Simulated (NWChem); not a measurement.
System: trimethylamine (C$_{3}$H$_{9}$N); SMILES CN(C)C

Input file for NWChem:

```
start job
memory heap 200 mb stack 900 mb global 1100 mb
geometry units angstroms noautosym nocenter noautoz
  C      0.346088    -1.345499     0.058669
  N      0.000000     0.000000    -0.351683
  C      0.992193     0.972471     0.058669
  C     -1.338281     0.373029     0.058669
  H      0.380859    -1.479574     1.176001
  H      1.343344    -1.622772    -0.341066
  H     -0.393889    -2.069478    -0.340669
  H      1.090919     1.069620     1.176001
  H      0.733690     1.974756    -0.341066
  H      1.989165     0.693621    -0.340669
  H     -1.471778     0.409954     1.176001
  H     -1.595276     1.375857    -0.340669
  H     -2.077033    -0.351984    -0.341066
end
basis spherical
  * library 6-31+g*
end
dft
  xc pbe0
  iterations 150
end
tddft
  cis
  nroots 6
  notriplet
end
task tddft energy
```

NWChem printed, in part:

```
             Northwest Computational Chemistry Package (NWChem) 7.3.0
             --------------------------------------------------------

                             Geometry "geometry" -> ""
                             -------------------------

 Output coordinates in angstroms (scale by  1.889725989 to convert to a.u.)

  No.       Tag          Charge          X              Y              Z
 ---- ---------------- ---------- -------------- -------------- --------------
    1 C                    6.0000     0.34608800    -1.34549900     0.05866900
    2 N                    7.0000     0.00000000     0.00000000    -0.35168300
    3 C                    6.0000     0.99219300     0.97247100     0.05866900
    4 C                    6.0000    -1.33828100     0.37302900     0.05866900
    5 H                    1.0000     0.38085900    -1.47957400     1.17600100
    6 H                    1.0000     1.34334400    -1.62277200    -0.34106600
    7 H                    1.0000    -0.39388900    -2.06947800    -0.34066900
    8 H                    1.0000     1.09091900     1.06962000     1.17600100
    9 H                    1.0000     0.73369000     1.97475600    -0.34106600
   10 H                    1.0000     1.98916500     0.69362100    -0.34066900
   11 H                    1.0000    -1.47177800     0.40995400     1.17600100
   12 H                    1.0000    -1.59527600     1.37585700    -0.34066900
   13 H                    1.0000    -2.07703300    -0.35198400    -0.34106600

 Effective nuclear repulsion energy (a.u.)     137.8611767678

                                 NWChem DFT Module
                                 -----------------

 Summary of "ao basis" -> "ao basis" (spherical)
 ------------------------------------------------------------------------------
       Tag                 Description            Shells   Functions and Types
 ---------------- ------------------------------  ------  ---------------------
 C                          6-31+g*                  8       18   4s3p1d
 N                          6-31+g*                  8       18   4s3p1d
 H                          6-31+g*                  2        2   2s

            General Information
            -------------------
          SCF calculation type: DFT
          Wavefunction type:  closed shell.
          No. of atoms     :    13
          No. of electrons :    34
           Alpha electrons :    17
            Beta electrons :    17
          Charge           :     0
          Spin multiplicity:     1
          Use of symmetry is: off; symmetry adaption is: off
          Maximum number of iterations: 150
          AO basis - number of functions:    90
                     number of shells:    50
          Convergence on energy requested:  1.00D-06
          Convergence on density requested:  1.00D-05
          Convergence on gradient requested:  5.00D-04

              XC Information
              --------------
                         PBE0 Method XC Functional
                     Hartree-Fock (Exact) Exchange  0.250
          PerdewBurkeErnzerhof Exchange Functional  0.750
            Perdew 1991 LDA Correlation Functional  1.000 local
           PerdewBurkeErnz. Correlation Functional  1.000 non-local

             Grid Information
             ----------------
          Grid used for XC integration:  medium
          Radial quadrature: Mura-Knowles
          Angular quadrature: Lebedev.
          Tag              B.-S. Rad. Rad. Pts. Rad. Cut. Ang. Pts.
          ---              ---------- --------- --------- ---------
          C                   0.70       49          12.0       434
          N                   0.65       49          10.0       434
          H                   0.35       45          11.0       434
          Grid pruning is: on
          Number of quadrature shells:   601
          Spatial weights used:  Erf1

      Superposition of Atomic Density Guess
      -------------------------------------

 Sum of atomic energies:        -171.77020983

      Non-variational initial energy
      ------------------------------

 Total energy =    -174.479932
 1-e energy   =    -502.295454
 2-e energy   =     189.954345
 HOMO         =      -0.260585
 LUMO         =       0.049558

[...]

                                NWChem TDDFT Module
                                -------------------

            General Information
            -------------------
           No. of orbitals :     180
            Alpha orbitals :      90
             Beta orbitals :      90
        Alpha frozen cores :       0
         Beta frozen cores :       0
     Alpha frozen virtuals :       0
      Beta frozen virtuals :       0
         Spin multiplicity :       1
    Number of AO functions :      90
        Use of symmetry is : off
      Symmetry adaption is : off
         Schwarz screening :  0.10D-07

              XC Information
              --------------
                  PBE0 Method XC Functional
              Hartree-Fock (Exact) Exchange   0.25
   PerdewBurkeErnzerhof Exchange Functional   0.75
     Perdew 1991 LDA Correlation Functional   1.00 local
    PerdewBurkeErnz. Correlation Functional   1.00 non-local

             TDDFT Information
             -----------------
          Calculation type : Tamm-Dancoff TDDFT
         Wavefunction type : Restricted singlets
          No. of electrons :      34
           Alpha electrons :      17
            Beta electrons :      17
              No. of roots :       6
          Max subspacesize :    5200
            Max iterations :     100
               Target root :       1
           Target symmetry : none
      Symmetry restriction : off
                 Algorithm : Optimal
        Davidson threshold :  0.10D-03

    6 smallest eigenvalue differences (eV)
--------------------------------------------------------
  No. Spin  Occ  Vir  Irrep   E(Occ)    E(Vir)   E(Diff)
--------------------------------------------------------
    1    1   17   18 a        -0.224     0.017     6.566
    2    1   17   19 a        -0.224     0.041     7.217
    3    1   17   20 a        -0.224     0.041     7.217
    4    1   17   21 a        -0.224     0.049     7.439
    5    1   17   22 a        -0.224     0.067     7.916
    6    1   17   23 a        -0.224     0.069     7.992
--------------------------------------------------------

  Entering Davidson iterations
  Restricted singlet excited states

  Iter   NTrls   NConv    DeltaV     DeltaE      Time
  ----  ------  ------  ---------  ---------  ---------
    1      6       0     0.66E-01   0.10+100        5.7
    2     12       0     0.97E-02   0.30E-02        5.8
    3     18       0     0.19E-02   0.15E-03        5.8
    4     24       0     0.11E-02   0.98E-05        5.7
    5     30       3     0.29E-03   0.28E-05        5.7
    6     33       6     0.84E-04   0.20E-06        4.2
  ----  ------  ------  ---------  ---------  ---------
  Convergence criterion met

  Ground state a        -174.256655271719 a.u.

  ----------------------------------------------------------------------------
  Root   1 singlet a              0.200618854 a.u.                5.4591 eV
  ----------------------------------------------------------------------------
     Transition Moments    X  0.00000   Y  0.00000   Z  0.48703
     Dipole Oscillator Strength                    0.0317238329
     Electric Quadrupole                           0.0000001405
     Magnetic Dipole                               0.0000000000
     Total Oscillator Strength                     0.0317239734

     Occ.   17  a   ---  Virt.   18  a       -0.98575
     Occ.   17  a   ---  Virt.   21  a       -0.13740
     Occ.   17  a   ---  Virt.   22  a       -0.06476
  ----------------------------------------------------------------------------
  Root   2 singlet a              0.227403238 a.u.                6.1880 eV
  ----------------------------------------------------------------------------
     Transition Moments    X  0.07260   Y -0.11522   Z  0.00000
     Dipole Oscillator Strength                    0.0028118806
     Electric Quadrupole                           0.0000002171
     Magnetic Dipole                               0.0000000619
     Total Oscillator Strength                     0.0028121596

     Occ.   17  a   ---  Virt.   19  a       -0.97632
     Occ.   17  a   ---  Virt.   20  a       -0.19761
     Occ.   17  a   ---  Virt.   24  a        0.05458
  ----------------------------------------------------------------------------
  Root   3 singlet a              0.227403500 a.u.                6.1880 eV
  ----------------------------------------------------------------------------
     Transition Moments    X  0.11514   Y  0.07260   Z  0.00001
     Dipole Oscillator Strength                    0.0028089396
     Electric Quadrupole                           0.0000002170
     Magnetic Dipole                               0.0000000619
     Total Oscillator Strength                     0.0028092185

     Occ.   17  a   ---  Virt.   19  a        0.19761
     Occ.   17  a   ---  Virt.   20  a       -0.97632
     Occ.   17  a   ---  Virt.   23  a        0.05466
  ----------------------------------------------------------------------------
  Root   4 singlet a              0.232833820 a.u.                6.3357 eV
  ----------------------------------------------------------------------------
     Transition Moments    X  0.00001   Y  0.00001   Z  0.75879
     Dipole Oscillator Strength                    0.0893702981
     Electric Quadrupole                           0.0000000001
     Magnetic Dipole                               0.0000000000
     Total Oscillator Strength                     0.0893702981

[...]
```

Level: PBE0/6-31+G* (spherical d), TDA. The geometry was optimised at PBE-D3(BJ)/def2-SVP.
